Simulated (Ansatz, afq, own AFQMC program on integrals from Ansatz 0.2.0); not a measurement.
HfCl$_{2}$, triplet in def2-TZVP, levels against AFQMC with the constraint released

```yaml
atoms:
  - { symbol: Hf, position_ang: [-0.2586, -0.2737, -0.0124] }
  - { symbol: Cl, position_ang: [1.3716, -1.9460, 0.3286] }
  - { symbol: Cl, position_ang: [-1.6749, 1.0057, -1.4006] }
```

Connectivity, by distances: Cl–Hf–Cl.

Basis def2-TZVP with its core potentials. Only valence electrons are correlated. Ansatz 0.2.0 and our own AFQMC program on the same integrals; the CISD trial comes from CCSD amplitudes, and released means the phaseless constraint is let go. Free projection: walkers drawn from exp(T), propagated without any constraint. Its projection time is finite, and what remains of the start isn't in its error. Error bars are statistical, one sigma. No spin–orbit coupling. The metal's outer-core s and p shells are frozen, which shifts wave-function levels against functionals.

Determinant: UHF, the one that the program's search chose, which needn't be the lowest solution. The geometry is a PBE0/def2-SVP stationary point of this or a neighbouring charge and spin state.

No full CI on the walks' own integrals is used here. The released AFQMC energy serves as the reference, which it does only where one determinant dominates, the energy is flat over the last release times and near the phaseless one (40 meV or 2 meV an electron, half that with transition metals). On small molecules, where full CI could be run and the noise was under 10 meV, such values lay within 10 meV of it in 19 cases of 20, a flattering rate, since the rule was set on those same cases; what remains of the bias isn't in the error bar.

Cautions: no spin-orbit coupling; outer-core shells of the metal frozen; higher spins were not checked; the released value is read at 1.80 1/Eh with a noise of 12 meV, more than in the cases checked, later times being too noisy (meV from the phaseless value at times in 1/Eh: -10 ± 6 at 0.24, 9 ± 25 at 0.60, -4 ± 10 at 1.20, 4 ± 12 at 1.80, -31 ± 19 at 2.60); released reference can be 30 meV off for metals.

```
T1 diagnostic                               : 0.0131
weight of the determinant in the CISD state : 0.828
⟨S²⟩ of the determinant                     : 2.008
size of the correlated space                : 18 electrons in 100 orbitals
```

Reference: AFQMC with the constraint released, correlation energy -13.105 ± 0.012 eV.

| level | E − E(reference) (kJ/mol) | share of correlation (%) |
| --- | --- | --- |
| HF | 1264.4 ± 1.2 | 0.00 |
| MP2 | 149.1 ± 1.2 | 88.20 |
| CCSD | 57.7 ± 1.2 | 95.44 |
| CCSD(T) | 4.7 ± 1.2 | 99.63 |
| ph-AFQMC/HF | -1.8 ± 4.0 | 100.15 |
| ph-AFQMC/CISD | -0.4 ± 1.3 | 100.03 |
| free AFQMC | -0.9 ± 2.5 | 100.07 |

Free projections are given only where their last times agree within the noise and don't stop above the reference; a slow remainder of the start can still hide under it. A walk keeps the symmetry of its determinant, which the program's search chose and which needn't be the lowest solution, so a lower state of the same spin and another symmetry isn't excluded. Released energies are given only where the last usable release times agree within the noise; a slower fall can still hide under it.
